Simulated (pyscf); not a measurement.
# Routes from `[AsH2][InH2]` + `[OH2]`

Candidate steps break at most two bonds and form at most two. Each was searched with GFN2-xTB (tblite) first. Optimised with ωB97X-D3(BJ)/def2-SVP in PySCF. Energies: ωB97M-D3(BJ)/def2-TZVP, kcal/mol, from the separated reactants, singlet surface; ΔG‡ with ideal gas, 1 atm, RRHO with modes under 100 cm⁻¹ raised to 100, one conformer, R ln 2 for chiral ones without a mode under 150 cm⁻¹.

```tsv
products	type	ΔE‡	ΔE	ΔG‡ 298 K	ΔG‡ 900 K	ν‡ (cm⁻¹)
HO–InH–AsH₂ + H₂	four-centre exchange	13.8	-4.2	22.8	43.8	1218i
AsH₃ + HO–InH₂	four-centre exchange	16.6	+6.7	25.2	46.2	1040i
```

Row 1: On the reactant side the descent ends in an adduct with a In–O contact, 13.7 kcal/mol under the separated species and 25.4 kcal/mol under the saddle at ωB97X-D3(BJ)/def2-TZVP. Row 2: On the reactant side the descent ends in an adduct with a In–O contact, 14.5 kcal/mol under the separated species and 28.5 kcal/mol under the saddle at ωB97X-D3(BJ)/def2-TZVP. On the product side the descent ends in an adduct with a As–In contact, 13.3 kcal/mol under the separated species and 15.7 kcal/mol under the saddle at ωB97X-D3(BJ)/def2-TZVP. 

Plain bond fissions and candidates not yet searched are not listed, and one of them may be faster. Each barrier is that of the saddle found; lower ones may exist. Elements up to Kr have no core potential and no relativistic terms here. Elements past Kr carry the def2 core potentials, without spin-orbit coupling.
